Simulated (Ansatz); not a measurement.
`O=C([O-])O`. Total charge -1; spin multiplicity 1.

(1) What are the harmonic wavenumbers in cm⁻¹ at PBE0-D4/def2-TZVPD (Ansatz, finite differences of forces, unscaled)? (An estimate is asked.)

(2) Is this a minimum?

(3) Give the ideal-gas thermochemistry at 298.15 K and 1 bar (rigid rotor, harmonic oscillator; point group Cs, symmetry number 1).

(4) And at 400, 500, 600, 800 and 1000 K?

Answers

(1) Ansatz gave: 554, 556, 642, 838, 888, 1202, 1329, 1791, 3841.

(2) Yes, all 9 modes are real.

(3) Zero-point energy 69.6 kJ/mol; H(298) − E = 81.3 kJ/mol; entropy 265.9 J/(mol·K), of which translation 160.1, rotation 98.0, vibration 7.7; G(298) − E = 2.0 kJ/mol.

(4) 
```tsv
T (K)	H − E (kJ/mol)	S (J/mol/K)	G − E (kJ/mol)
400	87.2	282.9	-25.9
500	93.9	297.8	-55.0
600	101.3	311.2	-85.5
800	117.5	334.5	-150.1
1000	135.0	354.0	-219.0
```
